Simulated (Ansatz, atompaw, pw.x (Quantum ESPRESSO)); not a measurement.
# What a changed setting does to a pw.x run (sc Ru)

Potential: PAW, atompaw 4.2.0.5, PBEsol; core [Ar] 3d10, reference 4s2 4p6 4d7 5s1 5p0; waves: 4s (bound): rc 1.45 bohr; 5s (bound): rc 2.30 bohr; 4p (bound): rc 1.65 bohr; 5p (bound, empty): rc 1.75 bohr; 4d (bound): rc 2.30 bohr; 4d channel at 1.75 Ry: rc 2.30 bohr; local part: bessel scheme, radius 1.70 bohr; core correction: smooth core density matched at 1.70 bohr; augmentation: sinc compensation charge, radius 2.20 bohr; PAW radius 2.30 bohr; waves and projectors: custom rrkj gramschmidtortho.

The reference run (k-mesh 13³, cutoffs 70/700 Ry, Fermi–Dirac 0.01 Ry, mixing_beta 0.4, conv_thr 1e-9, no spin) gives 2.09 GPa at 15.273 Å³/atom, where all-electron LAPW gives 0.32 GPa. This run, with its own iteration cap, changes degauss to 0.002.

```
&control
  calculation='scf', prefix='x', pseudo_dir='./', outdir='./tmp', tstress=.true., disk_io='none'
/
&system
  ibrav=0, nat=1, ntyp=1, ecutwfc=70, ecutrho=700, nbnd=16,
  occupations='smearing', smearing='fd', degauss=0.002
/
&electrons
  conv_thr=1e-09, mixing_beta=0.4, electron_maxstep=50
/
ATOMIC_SPECIES
Ru 1.0 Ru.UPF
CELL_PARAMETERS angstrom
  2.48108390 0.00000000 0.00000000
  0.00000000 2.48108390 0.00000000
  0.00000000 0.00000000 2.48108390
ATOMIC_POSITIONS crystal
Ru 0.0000 0.0000 0.0000
K_POINTS automatic
13 13 13 0 0 0
```

```bash
pw.x < Ru.scf.in > Ru.scf.out
```

How does the run end?

It converges in 11 iterations; the free energy moves by +38.4 meV/atom and the pressure by -0.68 GPa. In a metal, with Fermi–Dirac smearing, F lies below its zero-width value by a term in the square of the width.

```
Message from routine setup:
     using ibrav=0 with symmetry is DISCOURAGED, use correct ibrav instead
     lattice parameter (alat)  =       4.6886  a.u.
     unit-cell volume          =     103.0673 (a.u.)^3
     number of electrons       =        16.00
     number of Kohn-Sham states=           16
     kinetic-energy cutoff     =      70.0000  Ry
     charge density cutoff     =     700.0000  Ry
     scf convergence threshold =      1.0E-09
     Exchange-correlation= SLA PW PSX PSC
     number of k points=    84  Fermi-Dirac smearing, width (Ry)=  0.0020
     iteration #  1     ecut=    70.00 Ry     beta= 0.40
     total energy              =    -426.94132610 Ry
     estimated scf accuracy    <       0.06652087 Ry
     iteration #  2     ecut=    70.00 Ry     beta= 0.40
     total energy              =    -426.95809832 Ry
     estimated scf accuracy    <       0.00345048 Ry
     iteration #  3     ecut=    70.00 Ry     beta= 0.40
     total energy              =    -426.96038792 Ry
     estimated scf accuracy    <       0.00429197 Ry
     [... 5 iterations left out ...]
     iteration #  9     ecut=    70.00 Ry     beta= 0.40
     total energy              =    -426.96171624 Ry
     estimated scf accuracy    <          1.4E-09 Ry
     iteration # 10     ecut=    70.00 Ry     beta= 0.40
     total energy              =    -426.96171625 Ry
     estimated scf accuracy    <          9.6E-09 Ry
     iteration # 11     ecut=    70.00 Ry     beta= 0.40
     the Fermi energy is    19.8254 ev
!    total energy              =    -426.96171625 Ry
     estimated scf accuracy    <          1.6E-10 Ry
     smearing contrib. (-TS)   =      -0.00020422 Ry
     The total energy is F=E-TS. E is the sum of the following terms:
     one-electron contribution =     -43.29857063 Ry
     hartree contribution      =      39.94583764 Ry
     xc contribution           =     -20.53558396 Ry
     ewald contribution        =    -154.91894114 Ry
     one-center paw contrib.   =    -248.15425394 Ry
     convergence has been achieved in  11 iterations
          total   stress  (Ry/bohr**3)                   (kbar)     P=       14.06
     Message from routine punch:
     Nothing written, as per user request (disk_io='none')
```

The run took about 11 s on one core of a shared host (AMD EPYC 9R45 96-Core Processor, 96 threads, 376 GiB, load 24).
